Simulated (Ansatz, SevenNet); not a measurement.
## Ladder of methods for the lattice parameter a of rutile CrO₂

Reference value: 4.419 Å (measured, room temperature, no zero-point or thermal correction; as tabulated in Hiroi (2015), arXiv:1503.02262).

### Question
What do SevenNet-l3i5, LDA, PBE, PBE-D3(BJ), PBE+U, r²SCAN, HSE06 give, and how far is each from the reference?

### Answer

```csv
level (code),value (Å),difference (%)
SevenNet-l3i5 (SevenNet),4.485,+1.49
LDA (Ansatz),4.353,-1.49
PBE (Ansatz),4.444,+0.57
PBE-D3(BJ) (Ansatz),4.420,+0.02
PBE+U (Ansatz),4.480,+1.38
r²SCAN (Ansatz),4.404,-0.34
HSE06 (Ansatz),4.368,-1.15
```

The reference is not for a static lattice or low temperature, so close values are not ranked against it. Off by more than 1.25 % (a bound picked here): SevenNet-l3i5 (+1.49 %), LDA (-1.49 %), PBE+U (+1.38 %).

The measured value isn't corrected to a static lattice, so vibrations enter the comparison. A static lattice is as a rule a little smaller than the measured one. Spin-polarised runs: LDA (parallel moments), PBE (parallel moments), PBE-D3(BJ) (parallel moments), PBE+U (parallel moments), r²SCAN (parallel moments), HSE06 (parallel moments). PBE+U takes U_eff Cr 3.7 eV. Cutoffs and k meshes differ between the levels. Ansatz's density-functional and Hartree–Fock values are scalar-relativistic unless marked +SOC, with PAW data made under PBE.

Machine-learned potentials (SevenNet-l3i5) are trained on DFT data, which may include these solids.

Differences are worked out from the printed values.

Ansatz is a first-principles code.
